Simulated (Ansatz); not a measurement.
**BH₃O (triplet): the correlation ladder at distance B1–H4 along a hydrogen transfer = 1.288 Å, cc-pVDZ**

One table from this session's results is given with a row withheld; the runs are named, their logs left out.

Computed with Ansatz 0.2.0, Gaussian basis. Level: cc-pVDZ, core rule «outside noble gas», up to 2 orbitals frozen.

The runs, in order: UHF; CCSD(T) on ROHF; CCSD(T) on UHF; BCCD(T) on ROHF; CISD; CCSDT(Q) on ROHF; CCSDT(Q) on UHF; CASSCF and MRCISD+Q, 4 electrons in 4 orbitals; CASSCF and NEVPT2, 4 electrons in 4 orbitals.

17 further runs of the same task are left out: 9 for a known fault of the program, 2 for a mislabelled method, 5 that didn't finish, 1 set aside as unsound or not needed.

### The system

The geometry derives from fragments relaxed apart (PBE0/def2-TZVP) and kept rigid, so it is no stationary point. A hydrogen atom is moved between rigid fragments.

5 atoms, charge 0, spin multiplicity 3.

Atoms are counted from 1 here; the program's logs count them from 0.

Bond lengths: B1–H2 1.193 Å, B1–H3 1.193 Å, B1–H4 1.288 Å, H4–O5 1.228 Å. Angles: H2–B1–H3 120.0°, H2–B1–H4 120.0°, H3–B1–H4 120.0°, B1–H4–O5 180.0°.

The first run:

The input, in.yaml:

```yaml
crystal:
  periodic: [false, false, false]
  atoms:
    - {symbol: B, position_ang: [-1.352466, 0.000000, 0.000000]}
    - {symbol: H, position_ang: [-1.949200, 1.033571, 0.000000]}
    - {symbol: H, position_ang: [-1.949200, -1.033571, 0.000000]}
    - {symbol: H, position_ang: [-0.064466, 0.000000, 0.000000]}
    - {symbol: O, position_ang: [1.163534, 0.000000, 0.000000]}
basis:
  gaussian: {orbitals: cc-pVDZ}
magnetization: {spin_polarized: true, initial_magnetization: 2}
hamiltonian: {xc: hf}
output: {orbitals: {seedname: orbitals}}
```

The run is started by

```
> ansatz run in.yaml --threads 1 --pin off --events-out ev --progress --plain --max-ram 2393MiB
```

Among the steps run: UHF; CCSD(T) on ROHF; CCSD(T) on UHF; BCCD(T) on ROHF; CISD; CCSDT(Q) on ROHF; CCSDT(Q) on UHF; CASSCF and MRCISD+Q, 4 electrons in 4 orbitals; CASSCF and NEVPT2, 4 electrons in 4 orbitals.

One of the session's tables, all rows but one given; the rest of the session is left out.

| method | from UCCSDT(Q) (meV) |
| --- | --- |
| ROHF | +7505.7 |
| UHF | +7154.7 |
| RMP2 | +1203.2 |
| UMP2 | +1226.3 |
| CISD | +663.4 |
| RCCSD | +156.6 |
| UCCSD | +148.4 |
| RCCSD(T) | ? |
| UCCSD(T) | +32.9 |
| BCCD(T) | +34.5 |
| RCCSDT | +10.8 |
| UCCSDT | +9.3 |
| RCCSDT(Q) | +1.2 |
| UCCSDT(Q) | 0 |
| CASSCF pair | +6816.9 |
| NEVPT2 pair | +1133.1 |

**Question.** Estimate the row for RCCSD(T).

The run gave: from UCCSDT(Q) (meV): +34.1. In the column «from UCCSDT(Q) (meV)» it lies between UCCSD(T) (+32.9) and BCCD(T) (+34.5).

Among the levels timed on like hardware and quicker than the yardstick, those that no quicker one beats, quickest first: NEVPT2 pair (2.1 s, +1133.1 meV); CISD (3.9 s, +663.4 meV); BCCD(T) (4.1 s, +34.5 meV); RCCSD(T) (21 s, +34.1 meV); UCCSD(T) (22 s, +32.9 meV).

Not comparable, so not listed: CASSCF and MRCISD+Q, 4 electrons in 4 orbitals (they don't share determinant, frozen orbitals or solution with the rows shown, or repeat one).

To keep in mind: Restricted and unrestricted rows rest on different reference determinants; where their highest levels disagree by more than a few hundredths of an eV, they describe different states and don't form one ladder. Warnings in the runs' records: passed over end.
